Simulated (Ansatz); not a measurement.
## P (model structure, started from the dhcp type, P6₃/mmc, No. 194, 4 atoms in the cell): properties by level of theory

```csv
level (code),lattice constant a (Å),c axis length (Å)
PBE (Ansatz),2.717,9.102
PBEsol (Ansatz),2.683,8.960
PBE-D3(BJ) (Ansatz),2.667,(withheld)
```

Problem. Complete the blanks.

Solution. 
- PBE-D3(BJ) (Ansatz, a first-principles code), c axis length (Å): 8.910

Ansatz's density-functional and Hartree–Fock values are scalar-relativistic unless marked +SOC, with PAW data made under PBE.

Static lattice: no zero-point or thermal effects.

A model structure was made by putting elements into a prototype or built by hand; it is no filed structure, need not be a known phase, and can be a saddle point held by its symmetry.
